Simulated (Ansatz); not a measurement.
Ansatz (a first-principles code) input (CCSD(T)/aug-cc-pVDZ):

Ansatz 0.2 input:
```yaml
crystal:
  periodic: [false, false, false]
  atoms:
    - {symbol: C, position_ang: [-0.89003452, -0.00503940, 0.00658504]}
    - {symbol: O, position_ang: [-0.81527396, -1.01562247, 0.64008523]}
    - {symbol: O, position_ang: [0.16868768, 0.71691379, -0.45026202]}
    - {symbol: H, position_ang: [-1.81180777, 0.49694744, -0.30468965]}
    - {symbol: C, position_ang: [1.42724168, 0.27544195, -0.17823519]}
    - {symbol: H, position_ang: [1.55398746, -0.63018598, 0.38924230]}
    - {symbol: H, position_ang: [2.20726758, 0.90049269, -0.57323748]}
basis:
  gaussian:
    orbitals: aug-cc-pVDZ
magnetization: {spin_polarized: true, initial_magnetization: 1}
correlation: {method: ccsd_t, electrons: outside_noble_gas}
output: {forces: true}
```

Output:

```
Functional definition: HF
integrals: 0.35 GiB planned
1167 factors; integrals over basis functions are off by at most 7.8e-4 eV
mean field: 0.39 GiB planned
mean field evaluation 1: about -6178.8565 eV, gradient 2.6e1 eV
mean field evaluation 2: about -6178.8585 eV, gradient 2.6e1 eV
mean field evaluation 4: about -6182.0057 eV, gradient 3.3e0 eV
mean field evaluation 8: about -6182.1278 eV, gradient 2.3e-1 eV
mean field evaluation 16: about -6182.1010 eV, gradient 1.6e0 eV
mean field -6182.12871930 eV, -227.1890400370 hartree, gradient 3.0e-6 eV, S^2 0.763102; 0 other end points of the search recorded, 0 dependent functions left out
4 core orbitals not correlated
reference -6182.12871930 eV, -227.1890400370 hartree; 12, 11 occupied and 103, 104 virtual orbitals, 1167 factors
densities: 2.59 GiB planned
second order -17.43227516 eV of doubles, -0.00000000 eV of singles
coupled cluster: 1.51 GiB planned
cycle   1  -17.42366109 eV  change    8.6e-3 eV  update   1.2e-1
cycle   2  -17.94694631 eV  change   -5.2e-1 eV  update   3.7e-2
cycle   3  -18.10456058 eV  change   -1.6e-1 eV  update   2.3e-2
cycle   4  -18.09916416 eV  change    5.4e-3 eV  update   7.7e-3
cycle   5  -18.09675279 eV  change    2.4e-3 eV  update   3.9e-3
cycle   6  -18.09844437 eV  change   -1.7e-3 eV  update   1.7e-3
cycle   7  -18.09833615 eV  change    1.1e-4 eV  update   7.9e-4
cycle   8  -18.09830050 eV  change    3.6e-5 eV  update   3.4e-4
cycle   9  -18.09844366 eV  change   -1.4e-4 eV  update   1.4e-4
cycle  10  -18.09836963 eV  change    7.4e-5 eV  update   6.5e-5
cycle  11  -18.09838019 eV  change   -1.1e-5 eV  update   3.0e-5
cycle  12  -18.09839810 eV  change   -1.8e-5 eV  update   1.2e-5
cycle  13  -18.09840058 eV  change   -2.5e-6 eV  update   5.0e-6
cycle  14  -18.09840407 eV  change   -3.5e-6 eV  update   2.1e-6
cycle  15  -18.09840519 eV  change   -1.1e-6 eV  update   8.6e-7
perturbative correction -0.66019325 eV, -0.0242616546 hartree
the calculation of the forces begins
Total energy: -6200.88731774 eV, -227.8784058147 hartree
Atom 0 at    -0.890035    -0.005039     0.006585 Å, force    -0.126622     0.750036    -0.469898 eV/Å
Atom 1 at    -0.815274    -1.015622     0.640085 Å, force     0.057016    -1.368530     0.858055 eV/Å
Atom 2 at     0.168688     0.716914    -0.450262 Å, force    -0.385524     0.864818    -0.540888 eV/Å
Atom 3 at    -1.811808     0.496947    -0.304690 Å, force    -0.318343     0.164564    -0.101982 eV/Å
Atom 4 at     1.427242     0.275442    -0.178235 Å, force     0.323877    -0.258562     0.160911 eV/Å
Atom 5 at     1.553987    -0.630186     0.389242 Å, force     0.080867    -0.440533     0.275969 eV/Å
Atom 6 at     2.207268     0.900493    -0.573237 Å, force     0.368730     0.288206    -0.182168 eV/Å
Dipole moment:     0.075425     0.275087    -0.172811 e Å
```

It need not be the lowest isomer of its formula.
